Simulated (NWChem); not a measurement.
# revM06-L/jorge-DZP run of SiCl2 (SMILES Cl[Si]Cl)

What is the energy difference between two shapes of SiCl2 at revM06-L/jorge-DZP? 

Program for the calculation: NWChem 7.3.0.

5 further runs of the same task are left out: 5 set aside as unsound or not needed.

## 1. The molecule

SiCl2 has 3 atoms, charge 0, and is taken as a singlet. As SMILES, `Cl[Si]Cl`. Geometry: relaxed at GFN2-xTB.

Bond lengths: Si1–Cl2 2.052 Å, Si1–Cl3 2.052 Å. Angles: Cl2–Si1–Cl3 101.1°.

## 2. The charge distribution at revM06-L/jorge-DZP

Contents of cl2si.nw:

```
start cl2si
title "Cl2Si properties"
memory stack 880 mb heap 220 mb global 1100 mb

geometry noautosym nocenter noautoz
   Si     0.005140    -0.006950    -0.869340
   Cl     1.581630    -0.018940     0.444080
   Cl    -1.586770     0.025890     0.425270
end

basis spherical bse
   Si library jorge-DZP
   Cl library jorge-DZP
end

dft
   xc revm06-l
   grid medium
   convergence energy 1e-05
end

property
   efieldgrad
   electrondensity
   esp
   moldenfile
   molden_norm janpa
end

task dft property
```

On the command line:

```
$ nwchem cl2si.nw > cl2si.out
```

What it wrote:

```text
[...]
          Wavefunction type:  closed shell.
          No. of atoms     :     3
          No. of electrons :    48
[...]
          Charge           :     0
          Spin multiplicity:     1
[...]
          AO basis - number of functions:    72
[...]
              XC Information
              --------------
                     revM06-L Method XC Functional
                      revM06-L Exchange Functional  1.000
                    revM06-L Correlation Potential  1.000
[...]
 d= 0,ls=0.0,diis     1  -1209.8775187928 -1.38D+03  1.55D-02  2.65D+00     0.9
[...]
 d= 0,ls=0.0,diis     8  -1209.9290078687  1.62D-09  4.94D-06  1.96D-07     5.2
         Total DFT energy =    -1209.929007868742
      One electron energy =    -2012.485736877289
           Coulomb energy =      708.959961625893
    Exchange-Corr. energy =      -77.415223688743
 Nuclear repulsion energy =      171.011991071396
[...]
```

It took 6 s on 1 thread of AMD EPYC 7B13 (Zen 3), shared host; peak memory 0.11 GiB.

## 3. The distorted shape

Contents of sp.nw:

```
start sp
title "Cl2Si properties"
memory 2200 mb
geometry units angstrom noautosym nocenter noautoz
  Si    -0.022765    -0.109732    -0.832943
  Cl     1.682456     0.027553     0.354187
  Cl    -1.590249     0.043683     0.458123
end
basis "ao basis" spherical bse
  Si library jorge-DZP
  Cl library jorge-DZP
end
dft
  xc revm06-l
  mult 1
  grid medium
  convergence energy 1e-05
end
property
  efieldgrad
  electrondensity
  esp
  moldenfile
  molden_norm janpa
end
task dft property
```

On the command line:

```
$ nwchem sp.nw > sp.out
```

What it wrote:

```text
[...]
          Wavefunction type:  closed shell.
          No. of atoms     :     3
          No. of electrons :    48
[...]
          Charge           :     0
          Spin multiplicity:     1
[...]
          AO basis - number of functions:    72
[...]
              XC Information
              --------------
                     revM06-L Method XC Functional
                      revM06-L Exchange Functional  1.000
                    revM06-L Correlation Potential  1.000
[...]
 d= 0,ls=0.0,diis     1  -1209.8769558991 -1.38D+03  1.56D-02  2.65D+00     0.9
[...]
 d= 0,ls=0.0,diis    10  -1209.9285101727 -5.75D-10  1.19D-07  8.25D-11     6.6
         Total DFT energy =    -1209.928510172739
      One electron energy =    -2008.482615682068
           Coulomb energy =      706.930137185935
    Exchange-Corr. energy =      -77.408213407252
 Nuclear repulsion energy =      169.032181730645
[...]
```

Run time: 7.5 s. Hardware: 1 thread of AMD EPYC 7B13 (Zen 3), shared host; peak memory 0.13 GiB.

## 4. Summary of results

At revM06-L/jorge-DZP:

| quantity | value |
| --- | --- |
| first shape: total energy | -1209.92901 Eh |
| first shape: dipole moment | 0.60 D |
| first shape: HOMO energy | -6.92 eV |
| first shape: LUMO energy | -3.12 eV |
| first shape: HOMO–LUMO gap | 3.80 eV |
| distorted shape: total energy | -1209.92851 Eh |
| distorted shape: dipole moment | 0.56 D |
| distorted shape: HOMO energy | -6.83 eV |
| distorted shape: LUMO energy | -3.14 eV |
| distorted shape: HOMO–LUMO gap | 3.70 eV |
| energy change with the atoms displaced | 0.014 eV |

In words: With the atoms displaced the energy rises by 0.01 eV (0.3 kcal/mol). The first shape isn't relaxed at this level, so the change isn't measured from a minimum.
